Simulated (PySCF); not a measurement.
Choosing a molecule for a target property.

Species are written as SMILES; each is one conformer at its optimised geometry, gas phase, non-relativistic unless stated. Electronic properties by PySCF.

Dipoles, sizes and rotational constants follow the conformer. The torsions of the flexible species, by atom-mapped SMILES:
- `[CH3:1][O:2][SiH2:3][S:4][SiH2:5][S:6][CH3:7]`: C1–O2–Si3–S4 -47°, O2–Si3–S4–Si5 -168°, Si3–S4–Si5–S6 -166°, S4–Si5–S6–C7 -39°
- `[CH2:1]=[CH:2][C:3]1=[C:4]([CH3:5])[P:6]1[CH2:7][PH2:8]`: C1–C2–C3–C4 -175°, C4–P6–C7–P8 -124°, H–P8–C7–P6 -36°, H–P8–C7–P6 56°
- `[CH3:1][CH2:2][C:3]([CH3:4])([CH3:5])[F:6]`: C1–C2–C3–C4 56°
- `[CH3:1][C:2](=[O:3])[P:4]1(=[O:5])[CH2:6][CH2:7][CH2:8]1`: C1–C2–P4–O5 -11°
- `[CH:1]#[C:2][CH2:3][n:4]1[cH:5][c:6]([C:7]#[N:8])[n:9][n:10]1`: C2–C3–N4–C5 -50°
- `[CH3:1][S:2][SiH2:3][O:4][CH2:5][S:6][SiH3:7]`: C1–S2–Si3–O4 178°, S2–Si3–O4–C5 177°, Si3–O4–C5–S6 -66°, O4–C5–S6–Si7 -55°

The conformers of `O[SiH2][SiH2]SCCS` aren't listed.

Question: Wanted: HOMO energy above -8 eV (CAM-B3LYP/def2-SVPD) and electronic spatial extent ⟨r²⟩ about the centre of nuclear charge above 1300 bohr² (CAM-B3LYP/def2-SVPD), at GFN2-xTB geometries. Which candidate meets both?
A. `C=CC1P(CP)C=1C`
B. `CO[SiH2]S[SiH2]SC`
C. `CC(=O)P1(=O)CCC1`
D. `F[Si](F)(F)F`
E. `C#CCn1cc(C#N)nn1`
F. `CCC(C)(C)F`

Answer: A. Computed values:
```
          species  HOMO energy  electronic spatial extent ⟨r²⟩ about the centre of nuclear charge
     F[Si](F)(F)F    -14.56 eV                                                          389 bohr²
       CCC(C)(C)F    -10.36 eV                                                          642 bohr²
 C#CCn1cc(C#N)nn1     -9.50 eV                                                         1588 bohr²
 CC(=O)P1(=O)CCC1     -8.50 eV                                                         1087 bohr²
CO[SiH2]S[SiH2]SC     -8.29 eV                                                         2473 bohr²
   C=CC1P(CP)C=1C     -7.29 eV                                                         1612 bohr²
```

Question: Wanted: dipole moment between 1 D and 1.8 D (CAM-B3LYP/def2-SVPD) and smallest rotational constant above 0.7 GHz (GFN2-xTB), at GFN2-xTB geometries. Which candidate meets both?
A. `F[C]F` [singlet]
B. `C=CC1=C(C)P1CP`
C. `CC(=O)P1(=O)CCC1`
D. `C#CCn1cc(C#N)nn1`
E. `CCC(C)(C)F`
F. `S(CO[SiH2]SC)[SiH3]`
G. `CO[SiH2]S[SiH2]SC`

Answer: C. Computed values:
```
            species  dipole moment  smallest rotational constant
    F[C]F [singlet]         0.63 D                    10.874 GHz
S(CO[SiH2]SC)[SiH3]         0.90 D                     0.516 GHz
  CO[SiH2]S[SiH2]SC         1.34 D                     0.440 GHz
   CC(=O)P1(=O)CCC1         1.74 D                     1.205 GHz
         CCC(C)(C)F         1.94 D                     2.555 GHz
     C=CC1=C(C)P1CP         2.28 D                     0.740 GHz
   C#CCn1cc(C#N)nn1         7.06 D                     0.668 GHz
```

Question: Wanted: lowest singlet excitation between 5 eV and 5.2 eV (TDDFT CAM-B3LYP/def2-SVPD) and HOMO–LUMO gap below 9.3 eV (CAM-B3LYP/def2-SVPD), at GFN2-xTB geometries. Which candidate meets both?
A. `CO[SiH2]S[SiH2]SC`
B. `F[Si](F)(F)F`
C. `C#CCN1C=C(C#N)N=N1`
D. `F[C]F` [singlet]
E. `[SiH2]([SiH2]SCCS)O`
F. `C=CC1=C(C)P1CP`
G. `FC(C)(C)CC`

Answer: E. Computed values:
```
            species  lowest singlet excitation  HOMO–LUMO gap
     C=CC1=C(C)P1CP                    4.45 eV        7.21 eV
    F[C]F [singlet]                    4.63 eV        9.21 eV
[SiH2]([SiH2]SCCS)O                    5.10 eV        8.01 eV
  CO[SiH2]S[SiH2]SC                    5.40 eV        8.79 eV
 C#CCN1C=C(C#N)N=N1                    5.83 eV        9.33 eV
         FC(C)(C)CC                    8.74 eV       11.62 eV
       F[Si](F)(F)F                   11.12 eV       14.85 eV
```

Question: Wanted: lowest triplet excitation (Tamm–Dancoff) below 2.6 eV (TDA CAM-B3LYP/def2-SVPD) and static isotropic polarisability below 80 au (CAM-B3LYP/def2-SVPD), at GFN2-xTB geometries. Which candidate meets both?
A. `F[Si](F)(F)F`
B. `C#CCN1C=C(C#N)N=N1`
C. `CCC(C)(C)F`
D. `F[C]F` [singlet]
E. `C=CC1=C(C)P1CP`
F. `CO[SiH2]S[SiH2]SC`

Answer: D. Computed values:
```csv
species,lowest triplet excitation (Tamm–Dancoff),static isotropic polarisability
F[C]F [singlet],2.29 eV,16.2 au
C=CC1=C(C)P1CP,3.00 eV,124.8 au
C#CCN1C=C(C#N)N=N1,4.48 eV,90.0 au
CO[SiH2]S[SiH2]SC,5.05 eV,122.9 au
CCC(C)(C)F,8.57 eV,62.6 au
F[Si](F)(F)F,10.80 eV,22.5 au
```
